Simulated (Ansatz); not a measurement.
`CC#CC=S` + H₂ → `C#CC=S` + CH₄ at 298.15 K and 1 bar (hydrogenolysis of a C–C bond).

Computed with Ansatz on PBE0-D4/def2-TZVP structures; ΔE is electronic, products minus reactants. CCSD(T)/CBS is the MP2 limit (def2-TZVPP, def2-QZVPP) plus CCSD(T) − MP2 in def2-TZVPP, frozen cores. This one scheme is used for every species.

```json
{"species": "`CC#CC=S`", "CCSD(T)/CBS energy (Eh)": "-552.30321", "H − E (kJ/mol)": "186.1", "S (J/(mol·K))": "337.9"}
{"species": "H₂", "CCSD(T)/CBS energy (Eh)": "-1.17544", "H − E (kJ/mol)": "35.1", "S (J/(mol·K))": "130.4"}
{"species": "`C#CC=S`", "CCSD(T)/CBS energy (Eh)": "-513.03211", "H − E (kJ/mol)": "106.7", "S (J/(mol·K))": "284.3"}
{"species": "CH₄", "CCSD(T)/CBS energy (Eh)": "-40.46206", "H − E (kJ/mol)": "127.4", "S (J/(mol·K))": "186.2"}
```

H − E and S are ideal-gas, rigid-rotor, harmonic terms from PBE0-D4/def2-TZVP, for one conformer and one mirror image of each species. For small species the MP2-based limit differs from directly extrapolated CCSD(T) by up to some mEh (0.8 for H₂); such offsets cancel only in part. 1 Eh = 2625.50 kJ/mol, R = 8.31446 J/(mol·K).

By hand: ΔE, ΔH, ΔS and ΔG.

ΔE = (-513.03211) + (-40.46206) − (-552.30321) − (-1.17544) = -0.01552 Eh = -40.7 kJ/mol. Δ(H − E) = 106.7 + 127.4 − 186.1 − 35.1 = 12.9, so ΔH = -27.8 kJ/mol. ΔS = 284.3 + 186.2 − 337.9 − 130.4 = 2.2 J/(mol·K). ΔG = -27.8 − 298.15 × (2.2)/1000 = -28.5 kJ/mol.

By hand: the equilibrium constant, and the temperature at which ΔG would vanish if ΔH and ΔS stayed fixed.

log₁₀ K = −ΔG/(RT ln 10) = 5.0. ΔH and −TΔS have one sign here, so there is no such temperature.

The number of gas molecules stays the same, so ΔS is small and ΔH decides. A doubt of 5 kJ/mol in ΔE shifts log₁₀ K by 0.9 here. Other conformers and mirror images would add mixing entropy, several J/(mol·K) or more a flexible species. Modes under 60 cm⁻¹, often nearly free rotors, make the harmonic entropy too high. These are equilibria of isolated gas molecules and say nothing of rates. Largest T1 diagnostic: 0.016 (customary marks: 0.02 for closed shells, 0.045 for open ones).

ΔS is within the doubt of such terms, so its sign, and with it that verdict, could turn.
